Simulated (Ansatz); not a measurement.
C4H8O (`OC1CCC1`), relaxed with RKS PBE0-D4/def2-TZVP in Ansatz 0.2.0 from a PBE-D4/def2-SVP geometry. The force threshold is 0.005 eV/Å; the program also tests the step.

Charge 0, multiplicity 1.

Start:

```xyz
13

O    -2.053    0.291    0.137
C    -0.720    0.347   -0.314
C     0.295    0.817    0.745
C     1.302   -0.216    0.174
C     0.103   -0.966   -0.463
H    -2.612    0.043   -0.621
H    -0.626    0.965   -1.241
H    -0.070    0.513    1.748
H     0.574    1.889    0.774
H     1.965    0.231   -0.594
H     1.932   -0.772    0.895
H     0.222   -1.414   -1.470
H    -0.311   -1.728    0.229
```

```csv
step,energy (eV),largest force (eV/Å),largest move (Å)
1,-6319.9534,0.705,0.000
2,-6320.0007,0.223,0.021
3,-6320.0058,0.023,0.011
4,-6320.0059,0.016,0.004
5,-6320.0059,0.025,0.005
6,-6320.0060,0.004,0.002
```

End:

```xyz
13

O    -2.040    0.298    0.116
C    -0.706    0.346   -0.314
C     0.292    0.808    0.746
C     1.293   -0.212    0.169
C     0.098   -0.961   -0.452
H    -2.596    0.043   -0.624
H    -0.608    0.953   -1.225
H    -0.062    0.497    1.732
H     0.564    1.863    0.777
H     1.933    0.235   -0.594
H     1.922   -0.758    0.873
H     0.211   -1.405   -1.443
H    -0.300   -1.708    0.239
```

Hardware: 4 threads of an Arm Neoverse V2 on a shared host. Wall time 16 s, peak host memory 0.49 GiB.
